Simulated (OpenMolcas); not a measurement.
# SiH3F (SMILES F[SiH3]): a chain of runs

Wanted: a single-point energy (UHF/STO-3G), then a single-point energy (CASSCF(2,2)/STO-3G), then the energy (CASPT2(2,2)/STO-3G), then a single-point energy (SC-NEVPT2(2,2)/STO-3G), then a single-point energy (MRCI(2,2)/STO-3G) of SiH3F. 

Program for the calculation: OpenMolcas 26.06.

2 further runs of the same task are left out: 1 for a known fault of the program, 1 set aside as unsound or not needed.

### Step 1. The structure to begin with

The species is SiH3F (5 atoms), meant as a singlet with charge 0. As SMILES, `F[SiH3]`. The Si2–H3 distance was set to 2.964 Å, away from the relaxed value. At this shape a bond of the SMILES string is far longer than usual.

Bond lengths: F1–Si2 1.600 Å, Si2–H4 1.482 Å, Si2–H5 1.482 Å. Angles: F1–Si2–H4 108.3°, F1–Si2–H5 108.3°, H4–Si2–H5 110.6°.

### Step 2. A single-point energy at UHF/STO-3G (run 1)

step1.input

```
* FH3Si Hartree-Fock

&gateway
  baslib = $CurrDir
  coord
  5
  bohr
  F     -1.63178607     0.63513317     4.29154157
  Si     0.85868399     0.29101404     2.61214197
  H     -0.69504127    -0.36396125    -2.72819761
  H      2.22930235    -1.97401169     3.52355688
  H      2.44076270     2.58268492     2.90334876
  basis = STO-3G
  group = NoSym

&seward

&scf
  uhf
  scramble = 0.25
  prorbitals = 1 1
```

The basis set STO-3G is read from a file made from the Basis Set Exchange's data (not shown).

The run is started by

```sh
$ export MOLCAS_MEM=1860
$ pymolcas step1.input > step1.log
```

Log:

```text
--- Start Module: gateway ---
[...]
--- Stop Module: gateway /rc=_RC_ALL_IS_WELL_ ---
--- Start Module: seward ---
[...]
      Basis functions           17
--- Stop Module: seward /rc=_RC_ALL_IS_WELL_ ---
--- Start Module: scf ---
[...]
       Convergence after  18 Iterations
[...]
::    Total SCF energy                               -385.2210792220
[...]
      Total spin, S                                     0.6015356622
[...]
      Total electronic charge=   26.000000
      Total            charge=   -0.000000
[...]
      Dipole Moment (debye):
      Origin of the operator (angstrom)=   -0.0315    0.2165    1.6758
                   X=  5.8599E-01               Y= -1.7306E-01               Z= -1.0721E+00           Total=  1.2340E+00
      Quadrupole Moment (debye*angstrom):
[...]
--- Stop Module: scf /rc=_RC_ALL_IS_WELL_ ---
[...]
```

Run time: 1.8 s. Hardware: 1 thread of Arm Neoverse V1, shared host; peak memory 0.37 GiB.

### Step 3. The energy at CASSCF(2,2)/STO-3G (run 2)

step2.input

```
>>> EXPORT MOLCAS_PRINT=2

&GATEWAY
 BasLib=$CurrDir
 Coord
 5
 bohr
 F     -1.63178607     0.63513317     4.29154157
 Si     0.85868399     0.29101404     2.61214197
 H     -0.69504127    -0.36396125    -2.72819761
 H      2.22930235    -1.97401169     3.52355688
 H      2.44076270     2.58268492     2.90334876
 Basis=STO-3G
 Group=NoSym

&SEWARD

&RASSCF
 FileOrb=$CurrDir/step1.UnaOrb
 Spin=1
 Nactel=2 0 0
 Inactive=12
 Ras2=2
 OrbListing=Nothing
```

The basis set STO-3G is read from a file made from the Basis Set Exchange's data (not shown).

The run is started by

```sh
$ export MOLCAS_MEM=1860
$ pymolcas step2.input > step2.log
```

Log:

```text
--- Start Module: gateway ---
[...]
--- Stop Module: gateway /rc=_RC_ALL_IS_WELL_ ---
--- Start Module: seward ---
[...]
      Basis functions           17
--- Stop Module: seward /rc=_RC_ALL_IS_WELL_ ---
--- Start Module: rasscf ---
[...]
      Number of active orbitals                  2
[...]
      Spin quantum number                      0.0
[...]
      Active orbitals                            2
[...]
      Number of CSFs                             3
[...]
      Number of root(s) required                 1
[...]
      Convergence after  7 iterations
[...]
      printout of CI-coefficients larger than  0.05 for root  1
      energy=    -385.227515
      conf/sym  11     Coeff  Weight
             1  20  -0.82671 0.68345
             3  02   0.56263 0.31655
      Natural orbitals and occupation numbers for root  1
      sym 1:   1.366892   0.633108
      ************************************************************************************************************************
      *                                                    Final results                                                     *
[...]
::    RASSCF root number  1 Total energy:   -385.22751532
[...]
      Total electronic charge=   26.000000
      Total            charge=   -0.000000
[...]
      Dipole Moment (debye):
      Origin of the operator (angstrom)=   -0.0315    0.2165    1.6758
                   X=  6.2064E-01               Y= -1.6361E-01               Z= -9.9090E-01           Total=  1.1806E+00
      Quadrupole Moment (debye*angstrom):
[...]
--- Stop Module: rasscf /rc=_RC_ALL_IS_WELL_ ---
[...]
```

Wall time 1.6 s (1 thread of Arm Neoverse V1, shared host); peak memory 0.37 GiB.

### Step 4. The energy at CASPT2(2,2)/STO-3G (run 3)

step3.inp

```
* FH3Si CASPT2
>>> EXPORT MOLCAS_PRINT=2
&GATEWAY
BasLib=$CurrDir
Coord
5
bohr
F     -1.63178607     0.63513317     4.29154157
Si     0.85868399     0.29101404     2.61214197
H     -0.69504127    -0.36396125    -2.72819761
H      2.22930235    -1.97401169     3.52355688
H      2.44076270     2.58268492     2.90334876
Basis=STO-3G
Group=NoSym
&SEWARD
&RASSCF
FileOrb=$CurrDir/step2.RasOrb
Spin=1
Nactel=2 0 0
Inactive=12
Ras2=2
OrbListing=Nothing
&CASPT2
Imaginary=0.1
Frozen=6
```

The basis set STO-3G is read from a file made from the Basis Set Exchange's data (not shown).

The run is started by

```sh
$ export MOLCAS_MEM=1860
$ pymolcas step3.inp > step3.log
```

Log:

```text
--- Start Module: gateway ---
[...]
--- Stop Module: gateway /rc=_RC_ALL_IS_WELL_ ---
[...]
      Basis functions           17
[...]
--- Start Module: rasscf ---
[...]
      Number of active orbitals                  2
[...]
      Spin quantum number                      0.0
[...]
      Active orbitals                            2
[...]
      Number of CSFs                             3
[...]
      Number of root(s) required                 1
[...]
      Convergence after  4 iterations
[...]
      printout of CI-coefficients larger than  0.05 for root  1
      energy=    -385.227515
      conf/sym  11     Coeff  Weight
             1  20  -0.82671 0.68345
             3  02   0.56263 0.31655
      Natural orbitals and occupation numbers for root  1
      sym 1:   1.366892   0.633108
      ************************************************************************************************************************
      *                                                    Final results                                                     *
[...]
::    RASSCF root number  1 Total energy:   -385.22751532
[...]
      Total electronic charge=   26.000000
      Total            charge=   -0.000000
[...]
      Dipole Moment (debye):
      Origin of the operator (angstrom)=   -0.0315    0.2165    1.6758
                   X=  6.2066E-01               Y= -1.6361E-01               Z= -9.9092E-01           Total=  1.1806E+00
      Quadrupole Moment (debye*angstrom):
[...]
--- Stop Module: rasscf /rc=_RC_ALL_IS_WELL_ ---
--- Start Module: caspt2 ---
[...]
 ###    WARNING: User changed nr of frozen orbitals.                         ###
 ###############################################################################
[...]
      E2 (Variational):          -0.0481002492
      Total energy:            -385.2756155691
[...]
      Reference weight:           0.97596
[...]
::    CASPT2 Root  1     Total energy:   -385.27561557
[...]
--- Stop Module: caspt2 /rc=_RC_ALL_IS_WELL_ ---
[...]
```

Wall time 1.7 s (1 thread of Arm Neoverse V1, shared host); peak memory 0.37 GiB.

### Step 5. The energy at SC-NEVPT2(2,2)/STO-3G (run 4)

step4.inp

```
&GATEWAY
BASLIB
$CurrDir
COORD
5
bohr
F     -1.63178607     0.63513317     4.29154157
Si     0.85868399     0.29101404     2.61214197
H     -0.69504127    -0.36396125    -2.72819761
H      2.22930235    -1.97401169     3.52355688
H      2.44076270     2.58268492     2.90334876
BASIS
STO-3G
GROUP
NoSym
&SEWARD
&RASSCF
FILEORB
$CurrDir/step2.RasOrb
SPIN
1
NACTEL
2 0 0
INACTIVE
12
RAS2
2
ORBLISTING
Nothing
&CASPT2
SC-NEVPT2
FROZEN
6
```

The basis set STO-3G is read from a file made from the Basis Set Exchange's data (not shown).

The run is started by

```sh
$ export MOLCAS_MEM=1860
$ pymolcas step4.inp > step4.log
```

Log:

```text
--- Start Module: gateway ---
[...]
--- Stop Module: gateway /rc=_RC_ALL_IS_WELL_ ---
[...]
      Basis functions           17
[...]
--- Start Module: rasscf ---
[...]
      Number of active orbitals                  2
[...]
      Spin quantum number                      0.0
[...]
      Active orbitals                            2
[...]
      Number of CSFs                             3
[...]
      Number of root(s) required                 1
[...]
      Convergence after  4 iterations
[...]
      printout of CI-coefficients larger than  0.05 for root  1
      energy=    -385.227515
      conf/sym  11     Coeff  Weight
             1  20  -0.82671 0.68345
             3  02   0.56263 0.31655
      Natural orbitals and occupation numbers for root  1
      sym 1:   1.366892   0.633108
      ************************************************************************************************************************
      *                                                    Final results                                                     *
[...]
::    RASSCF root number  1 Total energy:   -385.22751532
[...]
      Total electronic charge=   26.000000
      Total            charge=   -0.000000
[...]
      Dipole Moment (debye):
      Origin of the operator (angstrom)=   -0.0315    0.2165    1.6758
                   X=  6.2066E-01               Y= -1.6361E-01               Z= -9.9092E-01           Total=  1.1806E+00
      Quadrupole Moment (debye*angstrom):
[...]
--- Stop Module: rasscf /rc=_RC_ALL_IS_WELL_ ---
--- Start Module: caspt2 ---
[...]
 ###    WARNING: User changed nr of frozen orbitals.                         ###
 ###############################################################################
[...]
      E2 (Variational):          -0.0471166351
[...]
      E2 (Variational):          -0.0471086728
      Total energy:            -385.2746239927
[...]
      Reference weight:           0.97698
[...]
::    SC-NEVPT2 Root  1     Total energy:   -385.27462399
[...]
--- Stop Module: caspt2 /rc=_RC_ALL_IS_WELL_ ---
[...]
```

Run time: 1.6 s. Hardware: 1 thread of Arm Neoverse V1, shared host; peak memory 0.37 GiB.

### Step 6. A single-point energy at MRCI(2,2)/STO-3G (run 5)

step5.input

```
&GATEWAY
  BasLib=$CurrDir
  Coord
  5
  bohr
  F     -1.63178607     0.63513317     4.29154157
  Si     0.85868399     0.29101404     2.61214197
  H     -0.69504127    -0.36396125    -2.72819761
  H      2.22930235    -1.97401169     3.52355688
  H      2.44076270     2.58268492     2.90334876
  Basis=STO-3G
  Group=NoSym

&SEWARD

&RASSCF
  FileOrb=$CurrDir/step2.RasOrb
  Spin=1
  Nactel=2 0 0
  Inactive=12
  Ras2=2
  OrbListing=Nothing

&MOTRA
  LumOrb
  Frozen=6

&GUGA
  Electrons=14
  Spin=1
  Inactive=6
  Active=2
  CIAll=1

&MRCI
  SDCI
```

The basis set STO-3G is read from a file made from the Basis Set Exchange's data (not shown).

The run is started by

```sh
$ export MOLCAS_MEM=1860
$ pymolcas step5.input > step5.log
```

Log:

```text
--- Start Module: gateway ---
[...]
--- Stop Module: gateway /rc=_RC_ALL_IS_WELL_ ---
[...]
      Basis functions           17
[...]
      Number of active orbitals                  2
[...]
      Spin quantum number                      0.0
[...]
      Active orbitals                            2
[...]
      Number of CSFs                             3
[...]
      Number of root(s) required                 1
[...]
      Convergence after  4 iterations
[...]
      printout of CI-coefficients larger than  0.05 for root  1
      energy=    -385.227515
      conf/sym  11     Coeff  Weight
             1  20  -0.82671 0.68345
             3  02   0.56263 0.31655
      Natural orbitals and occupation numbers for root  1
      sym 1:   1.366892   0.633108
      ************************************************************************************************************************
      *                                                    Final results                                                     *
[...]
::    RASSCF root number  1 Total energy:   -385.22751532
[...]
      Dipole Moment (debye):
      Origin of the operator (angstrom)=   -0.0315    0.2165    1.6758
                   X=  6.2066E-01               Y= -1.6361E-01               Z= -9.9092E-01           Total=  1.1806E+00
      Quadrupole Moment (debye*angstrom):
[...]
      *** WARNING: Default frozen orbitals is overwritten by user input.
      *** Default values:   3
[...]
--- Start Module: guga ---
[...]
--- Stop Module: guga /rc=_RC_ALL_IS_WELL_ ---
--- Start Module: mrci ---
[...]
       (But an ACPF correction will be computed)
       USE THE DEFAULT ACPF G-VALUE GFAC=  0.14285714285714285
[...]
                      CI ENERGY:  -385.29203039
[...]
                ACPF CORRECTION:    -0.00278857
[...]
      Total electronic charge=   26.000000
      Total            charge=   -0.000000
[...]
     ACPF CORRECTION:     -0.00278857
[...]
  CI State   1     Total energy:   -385.29203039     QDav:     -0.00327694     QACPF:     -0.00278857
[...]
--- Stop Module: mrci /rc=_RC_ALL_IS_WELL_ ---
[...]
```

Wall time 1.8 s (1 thread of Arm Neoverse V1, shared host); peak memory 0.37 GiB.

### Step 7. Outcome

| quantity | value |
| --- | --- |
| run 1, UHF/STO-3G: total energy | -385.22108 Eh |
| run 1, UHF/STO-3G: dipole moment | 1.23 D |
| run 1, UHF/STO-3G: HOMO energy | -6.55 eV |
| run 1, UHF/STO-3G: LUMO energy | 6.12 eV |
| run 1, UHF/STO-3G: HOMO–LUMO gap | 12.67 eV |
| run 1, UHF/STO-3G: ⟨S²⟩ | 0.963 |
| run 2, CASSCF(2,2)/STO-3G: total energy | -385.22752 Eh |
| run 2, CASSCF(2,2)/STO-3G: dipole moment (CASSCF density) | 1.18 D |
| run 3, CASPT2(2,2)/STO-3G: total energy | -385.27562 Eh |
| run 3, CASPT2(2,2)/STO-3G: dipole moment (CASSCF density) | 1.18 D |
| run 4, SC-NEVPT2(2,2)/STO-3G: total energy | -385.27462 Eh |
| run 4, SC-NEVPT2(2,2)/STO-3G: dipole moment (CASSCF density) | 1.18 D |
| run 5, MRCI(2,2)/STO-3G: total energy | -385.29203 Eh |
| run 5, MRCI(2,2)/STO-3G: dipole moment (CASSCF density) | 1.18 D |

What this shows: ⟨S²⟩ (run 1, UHF/STO-3G) is 0.96 where a pure singlet has 0.00: the reference is spin-contaminated. Mulliken charges (run 5, MRCI(2,2)/STO-3G) of the CASSCF density run from -0.33 on F1 to +0.68 on Si2; they depend strongly on the basis.
